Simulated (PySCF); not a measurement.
Species: C3H4ClF.
Numbering: `[CH2:1]=[C:2]([Cl:3])[CH2:4][F:5]` (hydrogens: H6, H7 on C1; H8, H9 on C4)

The calculation used PBE0-D3(BJ)/def2-SVP geometry optimisation, gas phase in PySCF 2.14.0.

List the bond lengths, angles and torsions at this level.

```json
{"bond": "C1=C2", "length (Å)": "1.329", "order": "double"}
{"bond": "C2–Cl3", "length (Å)": "1.735", "order": "single"}
{"bond": "C2–C4", "length (Å)": "1.498", "order": "single"}
{"bond": "C4–F5", "length (Å)": "1.363", "order": "single"}
{"bond": "C1–H6", "length (Å)": "1.091", "order": "single"}
{"bond": "C1–H7", "length (Å)": "1.090", "order": "single"}
{"bond": "C4–H8, C4–H9", "length (Å)": "1.104", "order": "single"}
```

Bonds in one row agree within 0.01 Å and their mean is given. Orders are formal, as drawn. A selection of angles:
```json
{"angle": "C2–C1–H6", "degrees": "118.8"}
{"angle": "C2–C1–H7", "degrees": "121.6"}
{"angle": "H6–C1–H7", "degrees": "119.6"}
{"angle": "C1–C2–Cl3", "degrees": "122.8"}
{"angle": "C1–C2–C4", "degrees": "125.3"}
{"angle": "Cl3–C2–C4", "degrees": "111.9"}
{"angle": "C2–C4–F5", "degrees": "111.0"}
{"angle": "C2–C4–H8", "degrees": "109.6"}
{"angle": "F5–C4–H8", "degrees": "109.4"}
{"angle": "H8–C4–H9", "degrees": "107.8"}
```

Torsions: C1–C2–C4–F5 0° (synperiplanar).

Of the pairs four or more bonds apart, F5···H6 is among the closest relative to their van der Waals radii: 2.41 Å, 90 % of the sum of Bondi's values. The 2 C–C bonds span 1.329 Å (C1=C2, drawn double) to 1.498 Å (C2–C4, drawn single), a spread of 0.169 Å. The 5 heavy atoms lie in one plane (0.001 Å rms).

Point group: Cs (every atom within 0.08 Å of its image). Stationary, but not proved a minimum. One conformer, not necessarily the lowest.
